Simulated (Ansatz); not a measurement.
**Relative stability**

The two ends of one reaction step of HCN, closed shell (PBE0-D4/def2-TZVP).

A:

| atom | x (Å) | y (Å) | z (Å) |
| --- | --- | --- | --- |
| H1 | 1.0524 | -0.0101 | 0.0021 |
| C2 | -1.1079 | 0.0106 | -0.0022 |
| N3 | 0.0555 | -0.0005 | 0.0001 |

B:

H1  (0.439, 0.791, -0.615)
C2  (0.010, 0.019, -0.014)
N3  (-0.450, -0.810, 0.630)
(Å)

Ansatz 0.2.0; basis: def2-TZVPP; cores frozen in the correlated methods. B3LYP uses VWN-RPA correlation.

(1) Which structure is lower at CCSD(T), and by how much? (Judge from chemistry; the value comes from the calculation.)

T1 diagnostic: at most 0.017.

Results:

(1) Computed: B, by 61.7 kJ/mol (electronic energy, against the other). By their contacts, A is HCN ([C][NH]) and B is HCN ([CH][N]).

All methods give the same order:

| method | E(B) − E(A) (kJ/mol) |
| --- | --- |
| SPW92 | -58.4 |
| PBE-D4 | -62.2 |
| BLYP-D4 | -62.0 |
| r2SCAN-D4 | -60.2 |
| B97M-V | -55.6 |
| PBE0-D4 | -57.2 |
| B3LYP-D4 | -58.0 |
| r2SCAN0-D4 | -55.5 |
| BHLYP-D4 | -51.9 |
| CAM-B3LYP-D4 | -54.9 |
| wB97X-V | -54.4 |
| wB97M-V | -51.3 |
| B2PLYP | -63.9 |
| PBE-QIDH | -61.4 |
| RPA on PBE | -58.8 |
| HF | -42.0 |
| MP2 | -73.4 |
| CCSD | -60.5 |
| CCSD(T) | -61.7 |

Labels in which every atom is bracketed show which atoms are joined, not bond orders.

For scale, one of the runs: CCSD(T)/def2-TZVPP, 76 basis functions, launched by `ansatz run in.yaml --threads 2 --pin off --events-out ev --progress --plain --max-ram 4352MiB`. The run took about 0.6 s on 2 CPU threads of an AMD EPYC 7B13 (shared host).
